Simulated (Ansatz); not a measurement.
# HB–CH2, triplet along the distance B1-C2

Starting geometry (PBE0/def2-TZVP stationary point for this spin, not checked as a minimum):

```xyz
5

B     0.0000   -0.1667    0.8218
C     0.0000    0.0690   -0.6707
H     0.0000    0.6438    1.6981
H     0.0000    1.0623   -1.1234
H     0.0000   -0.7400   -1.3974
```

From there C2, H4, H5 move together along the line of the two atoms named below, all else staying in place; atoms are numbered as listed. Energies are in eV, counted from the starting geometry at the same level. Kohn–Sham curves are unrestricted where that lies lower.

Basis cc-pVDZ; Ansatz 0.2.0. Only valence electrons are correlated (noble-gas cores frozen). R marks a restricted (for open shells ROHF) determinant, U an unrestricted one.

Unrestricted rows (U, and Kohn–Sham where it breaks symmetry) aren't spin-pure: their determinants' ⟨S²⟩ exceeds S(S+1) by up to 0.49, so they mix in states of higher spin. For open shells CISD is restricted-active-space CI with the open shells as a complete middle space. A value is left out where its run failed or describes another state than the reference as far as symmetry and spin tell, or, spin-broken singlets apart, can't be checked.

Full CI isn't at hand for all of this; UCCSDT(Q) serves as the reference, and is uncertain by the last step of the cluster series or more. The frozen core follows each run's orbitals, which can shift R against U totals by a few meV.

| distance B1-C2 (Å) | UCCSDT(Q) | curve A | curve B | curve C | curve D |
| --- | --- | --- | --- | --- | --- |
| 1.217 | 2.657 | 2.609 | 2.622 | 2.610 | 2.744 |
| 1.358 | 0.627 | 0.599 | 0.605 | 0.600 | 0.669 |
| 1.511 | 0.000 | 0.000 | 0.000 | 0.000 | 0.000 |
| 1.692 | 0.261 | 0.307 | 0.295 | 0.304 | 0.222 |
| 1.853 | 0.874 | 0.972 | 0.945 | 0.964 | 0.808 |
| 2.125 | 2.078 | 2.331 | 2.228 | 2.270 | 1.986 |
| 2.404 | 3.136 | 3.660 | 3.407 | 3.480 | 3.047 |
| 3.252 | 4.248 | 4.671 | 4.337 | 4.643 | 4.298 |
| 4.115 | 4.265 | 4.736 | 4.327 | 4.637 | 4.238 |
| 5.174 | 4.268 | 4.744 | 4.328 | 4.639 | – |

Question: The curves come from CISD, RMP2, RPA-PBE, UMP2. Compare each with UCCSDT(Q) and say which is which.

Answer: A: UMP2, B: CISD, C: RMP2, D: RPA-PBE. Spread of the error against UCCSDT(Q), over the points where both stand: A 0.572, B 0.306, C 0.442, D 0.179 eV. 

In so small a basis both RPA and the reference are far from their limits and near them at different rates, so the difference would change in a larger set.
